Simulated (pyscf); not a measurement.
# Four-centre exchange: H₂S + silylene (SiH₂) [singlet] → :HSi–SH [singlet] + hydrogen (H₂)

Gas phase, singlet surface, charge 0. Bonds broken: S1–H2, Si4–H5. Bonds formed: S1–Si4, H2–H5. Optimised with ωB97X-D3(BJ)/def2-SVP in PySCF.

Transition state (Å):

```xyz
6

S      0.2356    -0.4744     0.3911
H     -1.3139    -0.0270     0.7384
H     -0.0128    -1.7995     0.3781
Si    -1.5538     0.1239    -1.0615
H     -2.3105     0.2207     0.4106
H     -1.1211     1.5694    -0.8627
```

One imaginary mode, 1163i cm⁻¹; descent along it reached the two sides named, in the forms told below.

| bond | change | reactant side (Å) | saddle | product side |
|---|---|---|---|---|
| S1–H2 | breaks | 1.349 | 1.650 | 3.5 |
| Si4–H5 | breaks | 1.529 | 1.658 | 2.8 |
| S1–Si4 | forms | 2.452 | 2.381 | 2.124 |
| H2–H5 | forms | 2.8 | 1.078 | 0.762 |

Electronic energies relative to the separated reactants (kcal/mol):

| level | barrier | reaction energy | reverse barrier |
|---|---|---|---|
| ωB97X-D3(BJ)/def2-TZVP | -6.8 | -28.9 | 22.1 |
| PBE/def2-TZVP | -14.0 | -29.5 | 15.6 |
| r²SCAN/def2-TZVP | -12.7 | -30.0 | 17.4 |
| B3LYP-D3(BJ)/def2-TZVP | -5.9 | -27.4 | 21.5 |
| PBE0-D3(BJ)/def2-TZVP | -11.6 | -28.2 | 16.7 |
| M06-2X/def2-TZVP | -5.3 | -28.3 | 23.0 |
| ωB97M-D3(BJ)/def2-TZVP | -3.9 | -25.8 | 21.9 |
| HF/def2-TZVP | 17.2 | -18.9 | 36.1 |

With ωB97M-D3(BJ)/def2-TZVP energies and thermal terms (ideal gas, 1 atm, RRHO with modes under 100 cm⁻¹ raised to 100, one conformer, R ln 2 for chiral ones without a mode under 150 cm⁻¹), in kcal/mol:

```json
[
 {"T (K)": "298", "ΔH‡": "-3.3", "ΔG‡": "6.7", "ΔH": "-25.7", "ΔG": "-23.9"},
 {"T (K)": "600", "ΔH‡": "-3.5", "ΔG‡": "17.0", "ΔH": "-25.0", "ΔG": "-22.2"},
 {"T (K)": "900", "ΔH‡": "-3.0", "ΔG‡": "27.2", "ΔH": "-24.3", "ΔG": "-21.0"},
 {"T (K)": "1200", "ΔH‡": "-2.4", "ΔG‡": "37.2", "ΔH": "-23.8", "ΔG": "-20.0"}
]
```

On the reactant side the descent ends in an adduct with a S–Si contact, 21.9 kcal/mol under the separated species and 15.1 kcal/mol under the saddle at ωB97X-D3(BJ)/def2-TZVP. At ωB97X-D3(BJ)/def2-TZVP, PBE, r²SCAN, B3LYP-D3(BJ), PBE0-D3(BJ), M06-2X, ωB97M-D3(BJ) the saddle lies under the separated reactants, which points to a path from their complex (located at ωB97X-D3(BJ) alone). What is counted as formed (S–Si) is already present as a longer contact in the reactant adduct; forming that adduct is a step of its own. :HSi–SH [singlet] lies 9.3 kcal/mol over its isomer H₂Si=S (electronic energy, ωB97M-D3(BJ)/def2-TZVP). One saddle was located; it need not be the lowest between these sides.
